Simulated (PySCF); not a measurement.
Method: PySCF with B3LYP-D3(BJ)/def2-TZVP // PBE0-D4/def2-TZVP. Isolated molecules, 0 K electronic values unless said otherwise. B3LYP has the VWN-RPA correlation part, as in Gaussian. 

Reference species (SMILES): `[CH2]C` (neutral, multiplicity 2).

```
Property                         Result
-----------------------------  --------
highest occupied spin orbital  -5.61 eV
```

Changed species: `[CH2][SiH3]` (radical fragment; the reference has radical fragment).

Predict the effect on the highest occupied spin orbital.

the highest occupied spin orbital decreases by 1.07 eV, to -6.68 eV.
